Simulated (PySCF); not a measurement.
## Partial charges of `CNNC1CC1`

Species: C₄H₁₀N₂.
Cartesian coordinates in Å at the GFN2-xTB level; atoms count from 1:
```
atom  x, y, z in Å
C1     2.3496   -0.1730    0.1210
N2     1.2829    0.5908   -0.5000
N3     0.1368   -0.1624   -0.8537
C4    -0.7690   -0.3420    0.2416
C5    -2.2322   -0.2887   -0.0852
C6    -1.5848    0.8498    0.6390
H7     3.1975    0.4871    0.2895
H8     2.6798   -1.0320   -0.4859
H9     2.0008   -0.5437    1.0850
H10    1.6209    1.0394   -1.3484
H11    0.3865   -1.0695   -1.2620
H12   -0.4634   -1.0240    1.0376
H13   -2.9012   -0.9407    0.4554
H14   -2.4984   -0.1372   -1.1189
H15   -1.4096    1.7593    0.0884
H16   -1.8039    0.9957    1.6852
```

Density: PBE0/pcSseg-1 (PySCF); schemes: Mulliken, IAO, Hirshfeld and ESP-fitted. Geometry: GFN2-xTB, one conformer, isolated molecule.

What partial charge does each atom carry?

In e; atoms taken as equivalent share a row and are averaged (×n: the atom named and its like, n in all):

```json
{"atom": "C1", "environment": "N-methyl carbon", "Mulliken": "-0.130", "IAO": "-0.317", "Hirshfeld": "-0.081", "ESP-fitted": "-0.148"}
{"atom": "N2", "environment": "hydrazine nitrogen", "Mulliken": "-0.325", "IAO": "-0.320", "Hirshfeld": "-0.126", "ESP-fitted": "-0.504"}
{"atom": "N3", "environment": "hydrazine nitrogen", "Mulliken": "-0.350", "IAO": "-0.326", "Hirshfeld": "-0.119", "ESP-fitted": "-0.456"}
{"atom": "C4", "environment": "sp3 carbon bound to nitrogen", "Mulliken": "-0.082", "IAO": "-0.035", "Hirshfeld": "-0.010", "ESP-fitted": "+0.057"}
{"atom": "C5/C6", "environment": "three-membered-ring carbon", "Mulliken": "-0.186", "IAO": "-0.293", "Hirshfeld": "-0.096", "ESP-fitted": "-0.304"}
{"atom": "H7/H8/H9", "environment": "methyl hydrogen", "Mulliken": "+0.103", "IAO": "+0.132", "Hirshfeld": "+0.038", "ESP-fitted": "+0.091"}
{"atom": "H10", "environment": "N–H hydrogen", "Mulliken": "+0.179", "IAO": "+0.250", "Hirshfeld": "+0.108", "ESP-fitted": "+0.367"}
{"atom": "H11", "environment": "N–H hydrogen", "Mulliken": "+0.164", "IAO": "+0.219", "Hirshfeld": "+0.097", "ESP-fitted": "+0.321"}
{"atom": "H12", "environment": "methine hydrogen", "Mulliken": "+0.108", "IAO": "+0.113", "Hirshfeld": "+0.031", "ESP-fitted": "+0.125"}
{"atom": "H13/H16", "environment": "methylene hydrogen", "Mulliken": "+0.121", "IAO": "+0.146", "Hirshfeld": "+0.045", "ESP-fitted": "+0.133"}
{"atom": "H14/H15", "environment": "methylene hydrogen", "Mulliken": "+0.128", "IAO": "+0.157", "Hirshfeld": "+0.045", "ESP-fitted": "+0.153"}
```

Mean size of the charges over all atoms: ESP-fitted 0.214 e, IAO 0.198 e, Mulliken 0.157 e, Hirshfeld 0.066 e. Each set sums to the total charge, 0, to within 0.001 e. The IAO scheme projects the occupied orbitals on a minimal set of polarised atomic orbitals and counts the electrons in each atom's part of it. The ESP scheme fits charges at the nuclei, held to the total charge, to the electrostatic potential on points at 1.4 to 2.0 times the van der Waals radii.

Some averages cover members that differ in this geometry: C5/C6, ESP-fitted -0.424 to -0.184; H13/H16, ESP-fitted +0.110 to +0.157; H7/H8/H9, IAO +0.103 to +0.150; H14/H15, ESP-fitted +0.134 to +0.172 e.

Lowest charge. The schemes don't all agree: Mulliken N3 (-0.350); IAO N3 (-0.326); Hirshfeld N2 (-0.126); ESP-fitted N2 (-0.504).

Highest charge. All schemes agree: Mulliken H10 (+0.179); IAO H10 (+0.250); Hirshfeld H10 (+0.108); ESP-fitted H10 (+0.367).

How many electrons does the ESP-fitted scheme count on N3?

Z − q = 7 − (-0.456) = 7.456.

Sum the charges by element.

```json
{"element": "C", "atoms": "4", "Mulliken": "-0.583", "IAO": "-0.938", "Hirshfeld": "-0.282", "ESP-fitted": "-0.699"}
{"element": "N", "atoms": "2", "Mulliken": "-0.675", "IAO": "-0.646", "Hirshfeld": "-0.245", "ESP-fitted": "-0.960"}
{"element": "H", "atoms": "10", "Mulliken": "+1.257", "IAO": "+1.584", "Hirshfeld": "+0.528", "ESP-fitted": "+1.659"}
```

How closely do the schemes follow one another over all atoms?

Correlation coefficient and root-mean-square difference: IAO with Hirshfeld 0.99, 0.143 e; Mulliken with Hirshfeld 0.97, 0.103 e; Hirshfeld with ESP-fitted 0.97, 0.186 e; Mulliken with IAO 0.96, 0.068 e; Mulliken with ESP-fitted 0.95, 0.106 e; IAO with ESP-fitted 0.93, 0.096 e.
